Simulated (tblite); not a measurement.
# CH4BrO: the cost of one run

Programs: tblite 0.8.0 and PySCF 2.14.0. All values are calculated, for the isolated system unless a continuum is named. Atoms count from 0, parts from 1.

## (1) Starting point

7 atoms, charge -1, multiplicity 1; geometry: rigid parts in contact. Parts: 1 = atom 0, `[Br-]`, charge -1; 2 = atoms 1–6, `CO`, charge 0.

## (2) Search for minima with GFN2-xTB

What the job is given:

```
{"job": {"kind": "dock", "xc": "GFN2-xTB", "basis": "xTB"}, "charge": -1, "multiplicity": 1, "parts": [{"atoms": "0-0", "charge": -1, "multiplicity": 1}, {"atoms": "1-6", "charge": 0, "multiplicity": 1}]}
Br     0.000000     0.000000     0.000000
C      2.193947     1.001217     2.397453
O      2.840999     0.007642     3.153625
H      1.222154     0.658848     2.025378
H      2.038142     1.846235     3.065555
H      2.805436     1.327246     1.549020
H      2.997791    -0.760508     2.594404
```

Level: GFN2-xTB search for minima from random contacts, gas phase.

Command:

```bash
> OMP_NUM_THREADS=1 python cluster_run.py task.json out
```

One launch serves the whole session: the jobs run in the order shown.

Q: Estimate the wall time of this first job on 1 thread of Arm Neoverse N1, shared host.

About 1.5 s.
